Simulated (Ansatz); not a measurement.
Program: Ansatz. Geometries: PBE0-D4/def2-TZVP. ΔE: electronic, gas phase. CBS: MP2 limit from def2 TZ/QZ plus the TZ coupled-cluster correction, frozen cores. This one scheme is used for every species, atoms too. DFT in def2-TZVPP. No spin–orbit coupling; open shells (•) take unrestricted orbitals. Spin–orbit coupling would lower the free atoms: a little for O, Si. One conformer a species, not always the lowest.

Reaction (atomization): `[SiH3]OP` → 5 H• + O• + P• + Si•

```csv
level,ΔE (eV)
B2PLYP,25.15
CCSD(T)/def2-SVP,23.12
MP2/def2-QZVPP,25.19
CCSD/CBS(def2),25.24
```

Problem. What does CCSD(T)/CBS give? (An estimate is asked.)

Solution. Computed: +25.52 eV. The listed levels differ from it by -0.37, -2.40, -0.33, -0.28 eV.

Largest T1 diagnostic among the species: 0.012.

At CCSD(T), def2-SVP lies −2.40 eV from the extrapolated value and def2-TZVPP −0.82 eV: correlation converges slowly with the basis, and small sets miss more of it in the bonded molecule than in its fragments. From BLYP to BHLYP (50 % exact exchange), in def2-TZVPP and without D4, ΔE moves by −0.31 eV: exact exchange takes away binding that semilocal exchange gives to molecules.

For atomizations the MP2-based limit and the directly extrapolated one differ by several kJ/mol either way, and by 10 to 25 for some Ge, Se and Sn compounds, so smaller differences from it don't rank the levels.
